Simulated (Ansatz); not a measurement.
What a trial cell of Ti2Be relaxes into

Computed with DFT PBE, scalar-relativistic, plane waves, PAW in Ansatz. Cutoff 420 eV, Γ-centred k mesh, Gaussian smearing, no spin polarisation in the final step.

The start puts Ti2Be on the CaC2 structure type (I4/mmm, No. 139), with Be in place of Ca, Ti in place of C, at a guessed volume.

```yaml
crystal:
  lattice:
    - [-1.80518, 1.80518, 2.96068]
    - [1.80518, -1.80518, 2.96068]
    - [1.80518, 1.80518, -2.96068]
  atoms:
    - { symbol: Ti, position: [0.59300, 0.59300, 0.00000] }
    - { symbol: Ti, position: [0.40700, 0.40700, 0.00000] }
    - { symbol: Be, position: [0.00000, 0.00000, 0.00000] }
```

Steps on the 6×6×6 mesh (3 atoms). 12 of 29 steps are shown, and the free energy counts from the last. Trial steps that were taken back and renewals of the plane-wave basis can be among the rows.

```
step  ΔF (meV/atom) V (Å³/atom) P (GPa) largest force component (eV/Å)
   1        22443.7        12.86   559.44                         365.481
   4         1028.4        13.58    30.97                          11.396
   6          388.8        13.74     6.85                           2.033
   9          257.1        12.96     9.09                           1.221
  11          209.7        13.74    -0.58                           0.056
  14          106.6        13.96     2.24                           0.220
  16           59.3        14.07     1.60                           0.274
  19           31.4        14.37    -1.36                           0.188
  21           29.6        14.18     0.30                           0.019
  24            4.6        14.30     0.95                           0.008
  26            0.2        14.36     0.46                           0.016
  29            0.0        14.41     0.01                           0.001
```

A final relaxation ran on a 22×22×22 mesh. The relaxed crystal, I4/mmm (No. 139):

```cif
data_structure
_symmetry_space_group_name_H-M 'I4/mmm'
_symmetry_Int_Tables_number 139
_cell_length_a 2.9084
_cell_length_b 2.9084
_cell_length_c 10.2334
_cell_angle_alpha 90.000
_cell_angle_beta 90.000
_cell_angle_gamma 90.000
_cell_volume 86.56
loop_
_atom_site_label
_atom_site_type_symbol
_atom_site_symmetry_multiplicity
_atom_site_Wyckoff_symbol
_atom_site_fract_x
_atom_site_fract_y
_atom_site_fract_z
_atom_site_occupancy
Ti1 Ti 4 e 0.50000 0.50000 0.15412 1
Be1 Be 2 a 0.00000 0.00000 0.00000 1
```

* Volume per atom: 14.43 Å³
* Density: 4.02 g/cm³
* Energy over the elements: -0.05 eV/atom
* Gap on the 22×22×22 mesh: 0 eV (a metal)

Energies over the elements count from the elements' standard structures at the same level, with no empirical corrections.

The final run used a 22×22×22 mesh on its 3-atom cell and 0.10 eV smearing. For metals, differences of a few meV/atom aren't resolved.

A structure relaxed within its symmetry needn't be a true minimum.

Cost: 3 runs of about 7.1 core-minutes in all, on Arm Neoverse N1 (shared hosts).